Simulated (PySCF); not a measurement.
B3LYP has the VWN-RPA correlation part, as in Gaussian. 

**HO, SMILES `[OH]` (charge 0, multiplicity 2)**

These are B3LYP-D3(BJ)/def2-TZVP // PBE0-D4/def2-TZVP run with PySCF values and carry that method's errors.

```yaml
highest_occupied_spin_orbital: -8.84 eV
dipole_moment: 1.77 D
total_energy: -75.7684 Ha
cost: very roughly 2.0 core-seconds
```

```xyz
2

O      0.4866     0.0000     0.0000
H     -0.4865     0.0000     0.0000
```
Charge 0, spin multiplicity 2.
